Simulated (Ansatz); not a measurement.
For zinc-blende AlN (metastable phase), PBE (Ansatz, a quantum-chemistry and plane-wave program, plane waves, PAW) gives:

lattice parameter a: 4.403 Å
bulk modulus B0: 193 GPa
band gap at the measured cell: 3.32 eV

Task: What does r²SCAN0 in Ansatz (plane waves, PAW) give for the same quantities?

Result: 
- lattice constant a: 4.348 Å (shrinks by 1.2 %)
- bulk modulus: 222 GPa (rises by 15 %)
- band gap at the measured cell: 5.69 eV (goes up by 2.37 eV)

For comparison: band gap 5.34 eV (measured, temperature not stated, no zero-point or thermal correction; as tabulated in Deguchi et al. (2016), arXiv:1512.06930).

Changes are worked out from the printed values.

Unless a cell is named, each level is at its own relaxed cell (PBE 10.67, r²SCAN0 10.27 Å³/atom).

Density-functional gaps are differences of (generalised) Kohn–Sham levels.

Ansatz's density-functional and Hartree–Fock values are scalar-relativistic unless marked +SOC, with PAW data made under PBE.
